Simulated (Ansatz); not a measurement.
A CCSD(T) single point on C$_{2}$H$_{3}$N (`[C-]#[N+]C`).

```yaml
crystal:
  periodic: [false, false, false]
  atoms:
    - {symbol: C, position_ang: [0.800122, -1.722874, 0.884051]}
    - {symbol: N, position_ang: [0.354511, -0.766132, 0.392852]}
    - {symbol: C, position_ang: [-0.182631, 0.393353, -0.201830]}
    - {symbol: H, position_ang: [-1.130928, 0.156669, -0.686219]}
    - {symbol: H, position_ang: [0.511067, 0.782835, -0.948158]}
    - {symbol: H, position_ang: [-0.352151, 1.156149, 0.559304]}
basis:
  gaussian: {orbitals: cc-pV(D+d)Z}
correlation: {method: ccsd_t}
```

```sh
$ ansatz run in.yaml --threads 4 --pin off --events-out ev --progress --plain --max-ram 10444MiB
```

Output of Ansatz, abridged:

```
Functional definition: HF
531 factors; integrals over basis functions are off by at most 8.0e-4 eV
mean field evaluation 1: about -3588.1709 eV, gradient 1.9e1 eV
mean field evaluation 2: about -3588.1732 eV, gradient 1.9e1 eV
mean field evaluation 4: about -3589.2879 eV, gradient 3.9e0 eV
mean field evaluation 8: about -3589.3222 eV, gradient 1.1e-4 eV
mean field -3589.32216016 eV, -131.9051564558 hartree, gradient 1.5e-6 eV, S^2 0.000000; 0 other end points of the search recorded, 0 dependent functions left out
3 core orbitals not correlated: weight in the atoms' cores, before any rotation towards them, 1.000 or more for the frozen orbitals, at most 0.000 for the correlated occupied ones
reference -3589.32216016 eV, -131.9051564558 hartree; 8, 8 occupied and 46, 46 virtual orbitals, 531 factors
second order -11.17953393 eV of doubles, -0.00000000 eV of singles
cycle   1  -11.45109104 eV  change   -2.7e-1 eV  update   9.0e-2
cycle   2  -11.81766216 eV  change   -3.7e-1 eV  update   2.7e-2
cycle   3  -11.91495664 eV  change   -9.7e-2 eV  update   1.3e-2
cycle   4  -11.91180060 eV  change    3.2e-3 eV  update   3.1e-3
cycle   5  -11.91369499 eV  change   -1.9e-3 eV  update   1.1e-3
cycle   6  -11.91362532 eV  change    7.0e-5 eV  update   2.8e-4
cycle   7  -11.91356743 eV  change    5.8e-5 eV  update   7.9e-5
cycle   8  -11.91356136 eV  change    6.1e-6 eV  update   3.1e-5
cycle   9  -11.91354073 eV  change    2.1e-5 eV  update   8.3e-6
cycle  10  -11.91353836 eV  change    2.4e-6 eV  update   2.2e-6
perturbative correction -0.43316833 eV, -0.0159186424 hartree
Total energy: -3601.66886684 eV, -132.3588895575 hartree
```

It took 0.4 s on 4 threads of an Intel Xeon Platinum 8488C on a shared host, with 0.14 GiB of host memory at the peak.

MP2 recovers 90.5 % of the CCSD(T) correlation energy and the triples give 3.5 %; T1 = 0.0136.
